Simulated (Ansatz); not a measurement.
This script drives Ansatz 0.2.0 through its Python package.

The script, `run_relaxed_scan.py`:
```python
'''Relaxed scan of one distance in CH4AlN.'''

import ansatz as az
import numpy as np

geometry = (
    az.Crystal.molecule()
    .atom('N', [-1.4199, -0.7004, -0.0089])
    .atom('C', [-0.4008, -0.1878, -0.5444])
    .atom('Al', [1.0183, 0.4724, 0.5998])
    .atom('H', [-2.1594, -0.9911, -0.6208])
    .atom('H', [-0.2805, -0.1526, -1.6401])
    .atom('H', [0.8898, 0.4318, 2.2002])
    .atom('H', [2.4137, 1.0598, -0.0315])
)

calculation = (
    geometry.calculation()
    .basis(gaussian='def2-SVP')  # atom-centred Gaussian functions
    .functional('B3LYP')
)
symbols = [site.symbol for site in geometry.cartesian_sites]
pairs = [(0, 1), (0, 3), (1, 2), (1, 4), (2, 5), (2, 6)]
print('held (A)   E (eV)        ', '  '.join(f'{symbols[i]}{i}-{symbols[j]}{j}' for i, j in pairs))
for length in [0.92, 1.0, 1.08, 1.2, 1.35]:
    rep = calculation.relax(constraints=[az.DistanceConstraint((0, 3), at=length)], force_tolerance=0.02, max_steps=60).run(threads=1).report
    xyz = np.array(rep['positions_ang'])
    print(f'{length:6.2f} {rep["free_energy_ev"]:14.5f}  ', '  '.join(f'{np.linalg.norm(xyz[i] - xyz[j]):.3f}' for i, j in pairs))
```

It is started by `python run_relaxed_scan.py`. Estimate its wall time and peak memory on 1 thread of Arm Neoverse V1, on a shared host.

It took about 65 s, with a peak of 0.21 GiB, for 5 runs of the engine.

```console
$ python run_relaxed_scan.py
held (A)   E (eV)         N0-C1  N0-H3  C1-Al2  C1-H4  Al2-H5  Al2-H6
DeckWarning: relax.constraints: the input's atoms, or those drawn, lie off the distances that are held; a relaxation that starts there is brought onto them ahead of its first SCF, by positions alone, [...]
  0.92    -9183.89152   1.284  0.920  1.984  1.117  1.581  1.590
  1.00    -9184.18923   1.285  1.000  1.984  1.115  1.582  1.589
  1.08    -9184.17341   1.285  1.080  1.985  1.114  1.581  1.590
  1.20    -9183.83829   1.283  1.200  1.985  1.112  1.580  1.590
  1.35    -9183.21105   1.279  1.350  1.988  1.109  1.579  1.588
```
(Warnings from the package without file and line, shortened, repeats left out.)

Reading the output:
- Total energies depend on the basis set; only differences at equal settings carry meaning.
- The energies are electronic: no zero-point or thermal terms, and the basis set is short of its limit.
- b3lyp holds the VWN-RPA fit, as in Gaussian; the form of ORCA and Turbomole is b3lyp5.
